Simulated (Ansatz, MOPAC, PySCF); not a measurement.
Species: C₄H₅ (charge 0, doublet). SMILES: C(#C[CH2])C
Geometry: optimised at B3LYP-D3(BJ)/def2-TZVP (Ansatz, an electronic-structure program).

Unscaled harmonic wavenumbers (cm⁻¹) in rising order, each level at the stationary point that it reaches from this structure (no distance between atoms moves by over 0.3 Å); the order of modes can differ between levels, and a negative number is imaginary. B3LYP-D3(BJ)/def2-TZVP (PySCF, at the structure above): 26, 180, 206, 393, 425, 680, 774, 1032, 1034, 1054, 1264, 1415, 1471, 1472, 1472, 2146, 3012, 3060, 3077, 3141, 3226.

AM1 (MOPAC): 50, 224, 233, 413, 424, 813, 929, 1005, 1033, 1055, 1358, 1364, 1365, 1408, 1561, 2200, 3024, 3030, 3126, 3186, 3210. Zero-point energy 44.3 against 43.7 kcal/mol; where all levels lie over 400 cm⁻¹, the wavenumbers are on average 1.023 times those of B3LYP-D3(BJ)/def2-TZVP.

B3LYP/6-31G* (Ansatz): 16, 183, 212, 389, 429, 658, 780, 1043, 1047, 1068, 1276, 1442, 1494, 1501, 1503, 2159, 3024, 3077, 3093, 3160, 3244. Zero-point energy 44.0 against 43.7 kcal/mol; where all levels lie over 400 cm⁻¹, the wavenumbers are on average 1.008 times those of B3LYP-D3(BJ)/def2-TZVP.
